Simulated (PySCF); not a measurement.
# NH3: from structure and modes to constants

Method: PySCF, PBE, basis N def2-TZVP, H def2-TZVP (no relativity, density fitting).

The singlet minimum has C3v symmetry. Masses (u): N 14.00307, H 1.00782.

```xyz
4
charge 0 multiplicity 1, angstrom
N     0.0000    0.0000   -0.0694
H     0.9448    0.0000    0.3212
H    -0.4724    0.8183    0.3212
H    -0.4724   -0.8183    0.3212
```

Harmonic wavenumbers (cm⁻¹): 1022.0 (a1, ×1), 1626.5 (e, ×2), 3380.8 (a1, ×1), 3505.5 (e, ×2).

Question: Find the principal moments of inertia and the rotational constants. What kind of rotor is it?

Answer: About the centre of mass I = 1.7289, 1.7289, 2.6991 u Å². With B = 16.8576/I this gives 9.75, 9.75, 6.246 cm⁻¹. The molecule is an oblate symmetric top.

Question: What is the harmonic zero-point energy?

Answer: Half the sum of all 6 wavenumbers, 14667/2 = 7333 cm⁻¹, which is 87.7 kJ/mol (1 cm⁻¹ = 0.0119627 kJ/mol).

Question: Find the vibrational entropy and heat capacity at 298.15 K.

Answer: With u = 1.43878 ω/T, each mode gives S = R[u/(eᵘ−1) − ln(1−e⁻ᵘ)] and C = R u² eᵘ/(eᵘ−1)².
```
   ω (cm⁻¹)       u  S (J/(mol K))  C (J/(mol K))
     1022.0   4.932           0.36           1.48
1626.5 (×2)   7.849           0.03           0.20
     3380.8  16.315           0.00           0.00
3505.5 (×2)  16.916           0.00           0.00
```
The sums over all modes are S = 0.4 and C = 1.9 J/(mol K); the softest mode gives 86 % of the entropy (each member, where degenerate).

Question: Give the standard entropy (298.15 K, 1 bar) by its translational, rotational, vibrational and spin parts, and Cp.

Answer: Sackur–Tetrode with M = 17.03 u gives 144.2; rotation with symmetry number 3 gives 48.1; vibration 0.4; spin R ln 1 = 0.0. The total is 192.7 J/(mol K), and Cp = 4 R + 1.9 = 35.1 J/(mol K).
